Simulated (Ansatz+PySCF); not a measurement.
## doublet SiH2(+): levels of theory in one basis

```
atom   x (Å)    y (Å)    z (Å)
  Si  0.0000  -0.5176   0.0000
   H  0.0000   0.2588   1.3292
   H  0.0000   0.2588  -1.3292
```

Basis set: cc-pVTZ on H; cc-pV(T+d)Z on Si (spherical functions). Correlated methods keep 5 orbitals frozen. Correlation on ROHF uses semicanonical orbitals with singles. Charge 1, multiplicity 2.

Computed with Ansatz (development build ahead of 0.2.0) and PySCF 2.14.0; each method stands on the lowest determinant of its kind that the runs found.

| method | E − E(ROHF) (eV) | <S²> of the determinant |
| --- | --- | --- |
| ROHF | 0.00 | 0.75 |
| UHF | -0.06 | 0.76 |
| ROHF-MP2 | -2.11 | – |
| UHF-MP2 | -2.12 | 0.76 |
| ROHF-CCSD(T) | -2.75 | – |
| UHF-CCSD(T) | -2.75 | 0.76 |

(1) What does UHF-CCSD give on the same scale?

## Answers

(1) -2.70 eV.
